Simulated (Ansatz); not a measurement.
Harmonic vibrations of C$_{2}$H$_{6}$FN, SMILES `CC(N)F` by finite differences.

```yaml
crystal:
  periodic: [false, false, false]
  atoms:
    - {symbol: C, position_ang: [-0.978821, 0.425454, -0.400511]}
    - {symbol: C, position_ang: [0.083754, -0.517293, 0.098358]}
    - {symbol: N, position_ang: [1.102802, 0.154548, 0.801894]}
    - {symbol: F, position_ang: [0.588802, -1.214520, -1.025049]}
    - {symbol: H, position_ang: [-0.531167, 1.187075, -1.044289]}
    - {symbol: H, position_ang: [-1.467148, 0.919099, 0.440292]}
    - {symbol: H, position_ang: [-1.724627, -0.118460, -0.979889]}
    - {symbol: H, position_ang: [-0.338383, -1.295276, 0.741385]}
    - {symbol: H, position_ang: [1.526061, 0.885130, 0.244195]}
    - {symbol: H, position_ang: [1.821927, -0.476856, 1.126512]}
basis:
  gaussian: {orbitals: def2-TZVP}
hamiltonian: {xc: pbe0, dispersion: d4}
phonons: {temperatures: {t_min: 298.15, t_max: 900, t_step: 200}}
```

```sh
$ ansatz run in.yaml --threads 2 --pin off --events-out ev --progress --plain --max-ram 4352MiB
```

Shortened log:

```
Functional definition: PBE0
mean field -6374.73633871 eV, -234.2672394963 hartree, gradient 9.6e-6 eV, S^2 0.000000; 0 other end points of the search recorded, 0 dependent functions left out
mean field -6374.73616185 eV, -234.2672329965 hartree, gradient 2.3e-6 eV, S^2 0.000000; 0 other end points of the search recorded, 0 dependent functions left out
mean field -6374.73618316 eV, -234.2672337799 hartree, gradient 2.3e-6 eV, S^2 0.000000; 0 other end points of the search recorded, 0 dependent functions left out
mean field -6374.73617551 eV, -234.2672334985 hartree, gradient 2.3e-6 eV, S^2 0.000000; 0 other end points of the search recorded, 0 dependent functions left out
mean field -6374.73616886 eV, -234.2672332543 hartree, gradient 2.3e-6 eV, S^2 0.000000; 0 other end points of the search recorded, 0 dependent functions left out
mean field -6374.73616095 eV, -234.2672329634 hartree, gradient 2.3e-6 eV, S^2 0.000000; 0 other end points of the search recorded, 0 dependent functions left out
mean field -6374.73616357 eV, -234.2672330600 hartree, gradient 2.3e-6 eV, S^2 0.000000; 0 other end points of the search recorded, 0 dependent functions left out
mean field -6374.73616508 eV, -234.2672331154 hartree, gradient 2.3e-6 eV, S^2 0.000000; 0 other end points of the search recorded, 0 dependent functions left out
mean field -6374.73616512 eV, -234.2672331169 hartree, gradient 2.3e-6 eV, S^2 0.000000; 0 other end points of the search recorded, 0 dependent functions left out
mean field -6374.73616521 eV, -234.2672331202 hartree, gradient 2.3e-6 eV, S^2 0.000000; 0 other end points of the search recorded, 0 dependent functions left out
mean field -6374.73616778 eV, -234.2672332144 hartree, gradient 2.3e-6 eV, S^2 0.000000; 0 other end points of the search recorded, 0 dependent functions left out
mean field -6374.73620151 eV, -234.2672344542 hartree, gradient 2.3e-6 eV, S^2 0.000000; 0 other end points of the search recorded, 0 dependent functions left out
mean field -6374.73618877 eV, -234.2672339858 hartree, gradient 2.3e-6 eV, S^2 0.000000; 0 other end points of the search recorded, 0 dependent functions left out
mean field -6374.73615640 eV, -234.2672327962 hartree, gradient 2.3e-6 eV, S^2 0.000000; 0 other end points of the search recorded, 0 dependent functions left out
mean field -6374.73615887 eV, -234.2672328871 hartree, gradient 2.3e-6 eV, S^2 0.000000; 0 other end points of the search recorded, 0 dependent functions left out
mean field -6374.73615371 eV, -234.2672326976 hartree, gradient 2.3e-6 eV, S^2 0.000000; 0 other end points of the search recorded, 0 dependent functions left out
mean field -6374.73615693 eV, -234.2672328160 hartree, gradient 2.3e-6 eV, S^2 0.000000; 0 other end points of the search recorded, 0 dependent functions left out
mean field -6374.73623258 eV, -234.2672355961 hartree, gradient 2.3e-6 eV, S^2 0.000000; 0 other end points of the search recorded, 0 dependent functions left out
mean field -6374.73622969 eV, -234.2672354895 hartree, gradient 2.3e-6 eV, S^2 0.000000; 0 other end points of the search recorded, 0 dependent functions left out
mean field -6374.73631602 eV, -234.2672386624 hartree, gradient 2.3e-6 eV, S^2 0.000000; 0 other end points of the search recorded, 0 dependent functions left out
mean field -6374.73630524 eV, -234.2672382661 hartree, gradient 2.3e-6 eV, S^2 0.000000; 0 other end points of the search recorded, 0 dependent functions left out
mean field -6374.73630182 eV, -234.2672381404 hartree, gradient 2.3e-6 eV, S^2 0.000000; 0 other end points of the search recorded, 0 dependent functions left out
mean field -6374.73631143 eV, -234.2672384935 hartree, gradient 2.3e-6 eV, S^2 0.000000; 0 other end points of the search recorded, 0 dependent functions left out
mean field -6374.73627818 eV, -234.2672372718 hartree, gradient 2.3e-6 eV, S^2 0.000000; 0 other end points of the search recorded, 0 dependent functions left out
mean field -6374.73627862 eV, -234.2672372880 hartree, gradient 2.3e-6 eV, S^2 0.000000; 0 other end points of the search recorded, 0 dependent functions left out
mean field -6374.73630521 eV, -234.2672382649 hartree, gradient 2.3e-6 eV, S^2 0.000000; 0 other end points of the search recorded, 0 dependent functions left out
mean field -6374.73631206 eV, -234.2672385169 hartree, gradient 2.3e-6 eV, S^2 0.000000; 0 other end points of the search recorded, 0 dependent functions left out
mean field -6374.73628605 eV, -234.2672375611 hartree, gradient 2.3e-6 eV, S^2 0.000000; 0 other end points of the search recorded, 0 dependent functions left out
mean field -6374.73627691 eV, -234.2672372249 hartree, gradient 2.3e-6 eV, S^2 0.000000; 0 other end points of the search recorded, 0 dependent functions left out
mean field -6374.73629104 eV, -234.2672377443 hartree, gradient 2.3e-6 eV, S^2 0.000000; 0 other end points of the search recorded, 0 dependent functions left out
mean field -6374.73629704 eV, -234.2672379648 hartree, gradient 2.3e-6 eV, S^2 0.000000; 0 other end points of the search recorded, 0 dependent functions left out
mean field -6374.73630157 eV, -234.2672381311 hartree, gradient 2.3e-6 eV, S^2 0.000000; 0 other end points of the search recorded, 0 dependent functions left out
mean field -6374.73631122 eV, -234.2672384860 hartree, gradient 2.3e-6 eV, S^2 0.000000; 0 other end points of the search recorded, 0 dependent functions left out
mean field -6374.73631050 eV, -234.2672384593 hartree, gradient 2.3e-6 eV, S^2 0.000000; 0 other end points of the search recorded, 0 dependent functions left out
mean field -6374.73630119 eV, -234.2672381171 hartree, gradient 2.3e-6 eV, S^2 0.000000; 0 other end points of the search recorded, 0 dependent functions left out
mean field -6374.73627059 eV, -234.2672369926 hartree, gradient 2.3e-6 eV, S^2 0.000000; 0 other end points of the search recorded, 0 dependent functions left out
mean field -6374.73626944 eV, -234.2672369505 hartree, gradient 2.3e-6 eV, S^2 0.000000; 0 other end points of the search recorded, 0 dependent functions left out
mean field -6374.73627625 eV, -234.2672372009 hartree, gradient 2.3e-6 eV, S^2 0.000000; 0 other end points of the search recorded, 0 dependent functions left out
mean field -6374.73628717 eV, -234.2672376020 hartree, gradient 2.3e-6 eV, S^2 0.000000; 0 other end points of the search recorded, 0 dependent functions left out
mean field -6374.73629833 eV, -234.2672380121 hartree, gradient 2.3e-6 eV, S^2 0.000000; 0 other end points of the search recorded, 0 dependent functions left out
mean field -6374.73630324 eV, -234.2672381925 hartree, gradient 2.3e-6 eV, S^2 0.000000; 0 other end points of the search recorded, 0 dependent functions left out
mean field -6374.73629502 eV, -234.2672378907 hartree, gradient 2.3e-6 eV, S^2 0.000000; 0 other end points of the search recorded, 0 dependent functions left out
mean field -6374.73630277 eV, -234.2672381752 hartree, gradient 2.3e-6 eV, S^2 0.000000; 0 other end points of the search recorded, 0 dependent functions left out
mean field -6374.73631173 eV, -234.2672385044 hartree, gradient 2.3e-6 eV, S^2 0.000000; 0 other end points of the search recorded, 0 dependent functions left out
mean field -6374.73630469 eV, -234.2672382460 hartree, gradient 2.3e-6 eV, S^2 0.000000; 0 other end points of the search recorded, 0 dependent functions left out
mean field -6374.73627857 eV, -234.2672372860 hartree, gradient 2.3e-6 eV, S^2 0.000000; 0 other end points of the search recorded, 0 dependent functions left out
mean field -6374.73627564 eV, -234.2672371784 hartree, gradient 2.3e-6 eV, S^2 0.000000; 0 other end points of the search recorded, 0 dependent functions left out
mean field -6374.73628743 eV, -234.2672376116 hartree, gradient 2.3e-6 eV, S^2 0.000000; 0 other end points of the search recorded, 0 dependent functions left out
mean field -6374.73629482 eV, -234.2672378832 hartree, gradient 2.3e-6 eV, S^2 0.000000; 0 other end points of the search recorded, 0 dependent functions left out
mean field -6374.73630776 eV, -234.2672383588 hartree, gradient 2.3e-6 eV, S^2 0.000000; 0 other end points of the search recorded, 0 dependent functions left out
mean field -6374.73629348 eV, -234.2672378340 hartree, gradient 2.3e-6 eV, S^2 0.000000; 0 other end points of the search recorded, 0 dependent functions left out
mean field -6374.73626387 eV, -234.2672367457 hartree, gradient 2.3e-6 eV, S^2 0.000000; 0 other end points of the search recorded, 0 dependent functions left out
mean field -6374.73625535 eV, -234.2672364327 hartree, gradient 2.3e-6 eV, S^2 0.000000; 0 other end points of the search recorded, 0 dependent functions left out
mean field -6374.73628986 eV, -234.2672377008 hartree, gradient 2.3e-6 eV, S^2 0.000000; 0 other end points of the search recorded, 0 dependent functions left out
mean field -6374.73629242 eV, -234.2672377950 hartree, gradient 2.3e-6 eV, S^2 0.000000; 0 other end points of the search recorded, 0 dependent functions left out
mean field -6374.73626962 eV, -234.2672369572 hartree, gradient 2.3e-6 eV, S^2 0.000000; 0 other end points of the search recorded, 0 dependent functions left out
mean field -6374.73625054 eV, -234.2672362559 hartree, gradient 2.3e-6 eV, S^2 0.000000; 0 other end points of the search recorded, 0 dependent functions left out
mean field -6374.73626493 eV, -234.2672367846 hartree, gradient 2.3e-6 eV, S^2 0.000000; 0 other end points of the search recorded, 0 dependent functions left out
mean field -6374.73628113 eV, -234.2672373800 hartree, gradient 2.3e-6 eV, S^2 0.000000; 0 other end points of the search recorded, 0 dependent functions left out
mean field -6374.73632181 eV, -234.2672388752 hartree, gradient 2.3e-6 eV, S^2 0.000000; 0 other end points of the search recorded, 0 dependent functions left out
mean field -6374.73631183 eV, -234.2672385081 hartree, gradient 2.3e-6 eV, S^2 0.000000; 0 other end points of the search recorded, 0 dependent functions left out
Total energy: -6374.84616704 eV, -234.2712756128 hartree
Atom 0 at    -0.978821     0.425454    -0.400511 Å, force     0.000809    -0.001068     0.001069 eV/Å
Atom 1 at     0.083754    -0.517293     0.098358 Å, force     0.000973     0.000677     0.002398 eV/Å
Atom 2 at     1.102802     0.154548     0.801894 Å, force    -0.004091    -0.001800    -0.004552 eV/Å
Atom 3 at     0.588802    -1.214520    -1.025049 Å, force     0.000976     0.001604     0.002214 eV/Å
Atom 4 at    -0.531167     1.187075    -1.044289 Å, force    -0.000404     0.001207    -0.000408 eV/Å
Atom 5 at    -1.467148     0.919099     0.440292 Å, force    -0.000215     0.000925     0.000125 eV/Å
Atom 6 at    -1.724627    -0.118460    -0.979889 Å, force    -0.000363    -0.001061    -0.000455 eV/Å
Atom 7 at    -0.338383    -1.295276     0.741385 Å, force     0.000394     0.000655    -0.000969 eV/Å
Atom 8 at     1.526061     0.885130     0.244195 Å, force     0.001036     0.000754    -0.000262 eV/Å
Atom 9 at     1.821927    -0.476856     1.126512 Å, force     0.000884    -0.001893     0.000839 eV/Å
Dipole moment:     0.012943     0.155919     0.151330 e Å
Vibrations: 232.57 353.15 405.18 440.86 526.86 795.02 842.98 941.55 1014.03 1087.32 1207.51 1290.75 1358.68 1394.84 1455.03 1478.63 1483.35 1667.15 3061.59 3077.11 3142.21 3160.55 3544.96 3635.23 cm⁻¹, zero-point energy 2.330724 eV
```

Run time 120 s (2 threads of an Arm Neoverse V2 on a shared host); peak host memory 0.3 GiB.
